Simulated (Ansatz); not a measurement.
Run this with Ansatz's Python interface and show what comes out.

Script `cas_c2h2s.py`:
```python
"""Active-space calculation on C2H2S."""

import ansatz

config = {
    "basis_set": "cc-pVDZ",
}

geometry_ang = [
    ("C", (-1.1642, -0.3738, 0.013)),
    ("C", (-0.0189, -0.2705, 0.0371)),
    ("S", (1.6381, -0.1813, 0.0761)),
    ("H", (-2.2014, -0.3771, -0.0342)),
    ("H", (1.7963, 1.1291, -0.1334)),
]
mol = ansatz.Crystal.molecule()
for symbol, xyz in geometry_ang:
    mol = mol.atom(symbol, xyz)

calc = mol.calculation().basis(gaussian=config["basis_set"]).correlation(active_electrons=2, active_orbitals=3)
for method in [None]:
    rep = (calc if method is None else calc.correlation(method)).run(threads=1).report
    space = rep["configurations"]
    state = space["states"][0]
    print(method or "casscf", f"total {rep['free_energy_ev'] / 27.211386246:.6f} Ha, active-space state {state['energy']['hartree']:.6f} Ha, mean field {rep['reference_energy_ev'] / 27.211386246:.6f} Ha")
    print("  determinants", state["n_determinants"], " natural occupations", [round(n, 3) for n in space["natural_occupations"]])
```

Running `python cas_c2h2s.py` prints:
```text
casscf total -474.373554 Ha, active-space state -474.373554 Ha, mean field -474.349599 Ha
  determinants 9  natural occupations [1.949, 0.048, 0.003]
```

Total energies depend on the basis set; only differences at equal settings carry meaning. The geometry is a force-field or estimated start, not a minimum of this method, and the basis set is short of its limit. The active space starts as a window about the frontier orbitals and is then optimised, not chosen by chemistry. Run time: 3.8 s on 1 thread of Arm Neoverse V1, on a shared host, peak memory 0.16 GiB.
